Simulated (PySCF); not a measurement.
Run record: EPR job, `C=[C]C(C)=O` [radical].

Method: UKS B3LYP, pcH-1 on C H O, non-relativistic, mean-field spin-orbit, GIAO (PySCF 2.14.0). Geometry: GFN2-xTB. The input is one job of a driver script: a line of settings, then coordinates in Å.

Command:
```bash
OMP_NUM_THREADS=1 python probes_run.py task.json out
```

Input:
```
{"job": {"kind": "epr", "basis": "pcH-1"}, "charge": 0, "multiplicity": 2}
C      2.016064    -0.147685    -0.393299
C      0.839431     0.264060    -0.095630
C     -0.440650     0.740561     0.169550
C     -1.513251    -0.333278     0.230785
O     -0.685512     1.933628     0.350984
H      2.376067    -0.215390    -1.413961
H      2.734988    -0.459083     0.355453
H     -1.385605    -1.057819    -0.569523
H     -1.441767    -0.855623     1.183506
H     -2.490883     0.135283     0.159606
```

Output:
```
UKS, coarse grid
  cycle   1  E = -230.41646645  |g| = 6.21e-01
  cycle   2  E = -228.85553524  |g| = 1.85e+00
  cycle   3  E = -230.53772350  |g| = 2.57e-01
  cycle   4  E = -230.57165259  |g| = 1.10e-01
  cycle   5  E = -230.57729012  |g| = 3.24e-02
  cycle   6  E = -230.57774595  |g| = 1.89e-02
  cycle   7  E = -230.57799089  |g| = 8.99e-03
  cycle   8  E = -230.57806209  |g| = 3.83e-03
  cycle   9  E = -230.57807782  |g| = 1.09e-03
  cycle  10  E = -230.57808021  |g| = 8.87e-04
UKS, final grid
  cycle   1  E = -230.57806647  |g| = 1.40e-03
  cycle   2  E = -230.57806439  |g| = 2.83e-03
  cycle   3  E = -230.57806732  |g| = 3.57e-04
  cycle   4  E = -230.57806739  |g| = 9.85e-05
  cycle   5  E = -230.57806741  |g| = 8.78e-05
  cycle   6  E = -230.57806742  |g| = 2.15e-05
E = -230.57806742 Eh   <S^2> = 0.7667 (exact 0.7500)
g shifts (ppm)      1          2          3
  rmc          -196       -196       -196
  gc             -7         37         38
  oz_so         -47       2078       6029
  total        -250       1919       5871
hyperfine (MHz)  atom isotope    a_iso     a_fc   dipolar eigenvalues
    0   13C     -50.17     -50.17    -12.76      3.95      8.81
    1   13C      59.65      59.65    -66.79    -51.53    118.32
    2   13C     -40.03     -40.03    -11.36      2.21      9.15
    3   13C      -2.31      -2.31     -1.08     -0.07      1.15
    4   17O     -23.17     -23.17   -105.42     52.12     53.30
    5    1H     154.65     154.65     -4.24     -2.66      6.90
    6    1H     152.30     152.30     -4.31     -2.79      7.10
    7    1H       0.63       0.63     -3.12     -2.35      5.47
    8    1H       3.95       3.95     -2.81     -1.64      4.44
    9    1H      -0.24      -0.24     -2.21     -1.16      3.37
```

rmc, gc and oz_so are the mass-correction, gauge-correction and orbital-Zeeman/spin–orbit parts of the g shift along its three principal axes; a_iso is the isotropic hyperfine coupling and a_fc its Fermi-contact part. The program numbers atoms from 0.

Q: Get g_iso from the total shifts.

A: Their mean is 2514 ppm; added to g_e = 2.002319 it gives 2.00483.

Q: How far is ⟨S²⟩ from the pure-spin value?

A: S = 0.5 gives S(S+1) = 0.75; the run has 0.7667, 0.0167 more.

In short: ⟨S²⟩ 0.767; g_iso 2.0048.

Isolated species at its GFN2-xTB geometry, gas phase.

Q: Estimate the wall time. Hardware: an Arm Neoverse V2 with one thread, shared host with 96 logical CPUs at a one-minute load of 64. And the peak memory of the process?

A: About 20 s (density and orbital grids were written too), with 0.61 GiB resident at the peak, the Python interpreter and its libraries included.
Labels such as C1 count atoms from 1, the log's own numbers from 0.
